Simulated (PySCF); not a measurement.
PySCF input (M06-2X/6-31G* (5d)):

```python
from pyscf import gto, dft

mol = gto.M(
    atom='''
    Si   -0.00000000   -0.00000000    0.00000000
    H     0.87559489    0.85467525    0.83309847
    H    -0.82219976   -0.86546541    0.87529791
    H    -0.88619780    0.85452031   -0.82197187
    H     0.83280267   -0.84373015   -0.88642451
    ''',
    basis='6-31g*',
    charge=0,
    spin=0,
    verbose=4,
)

mf = dft.RKS(mol, xc='m062x')
mf.grids.level = 4
mf.conv_tol = 1e-9
mf.max_cycle = 100
mf.max_memory = 1500
mf.kernel()
if not mf.converged:
    mf = mf.newton()
    mf.kernel(mf.make_rdm1())
mf.dip_moment()
```

From the last part of the output:

```
    Treutler-Ahlrichs [JCP 102, 346 (1995); DOI:10.1063/1.469408] (M4) radial grids

becke partition: Becke, JCP 88, 2547 (1988); DOI:10.1063/1.454033
pruning grids: <function nwchem_prune>
grids dens level: 4
symmetrized grids: False
atomic radii adjust function: <function treutler_atomic_radii_adjust>
small_rho_cutoff = 0
Set gradient conv threshold to 3.16228e-05
Initial guess from minao.
tot grids = 91752
init E= -291.527579697454
  HOMO = -0.386783912230558  LUMO = 0.0511803596911425  gap/eV = 11.91761
cycle= 1 E= -291.814069161498  delta_E= -0.286  |g|= 0.0845  |ddm|= 1.53
  HOMO = -0.414633975924356  LUMO = 0.0803252941735206  gap/eV = 13.46853
cycle= 2 E= -291.817321362522  delta_E= -0.00325  |g|= 0.0219  |ddm|= 0.156
  HOMO = -0.40468704632513  LUMO = 0.0884731037747854  gap/eV = 13.41957
cycle= 3 E= -291.817574005179  delta_E= -0.000253  |g|= 0.00838  |ddm|= 0.0519
  HOMO = -0.406524184516571  LUMO = 0.0875963781881666  gap/eV = 13.44571
cycle= 4 E= -291.817601555832  delta_E= -2.76e-05  |g|= 0.000321  |ddm|= 0.0137
  HOMO = -0.406668091752347  LUMO = 0.0874888796107277  gap/eV = 13.44670
cycle= 5 E= -291.81760163475  delta_E= -7.89e-08  |g|= 5.93e-05  |ddm|= 0.00063
  HOMO = -0.406649583536882  LUMO = 0.0875029792334557  gap/eV = 13.44658
cycle= 6 E= -291.817601637152  delta_E= -2.4e-09  |g|= 3.87e-06  |ddm|= 0.000158
  HOMO = -0.406650316827915  LUMO = 0.0875026120975843  gap/eV = 13.44659
cycle= 7 E= -291.817601637164  delta_E= -1.25e-11  |g|= 1.92e-07  |ddm|= 1.42e-05
  HOMO = -0.406650259651043  LUMO = 0.0875026098410633  gap/eV = 13.44658
Extra cycle  E= -291.817601637165  delta_E= -3.41e-13  |g|= 4.33e-08  |ddm|= 5.26e-07
converged SCF energy = -291.817601637165
Dipole moment(X, Y, Z, Debye):  0.00000,  0.00000, -0.00000
```

The geometry given is a B3LYP-D3(BJ)/def2-TZVP minimum.
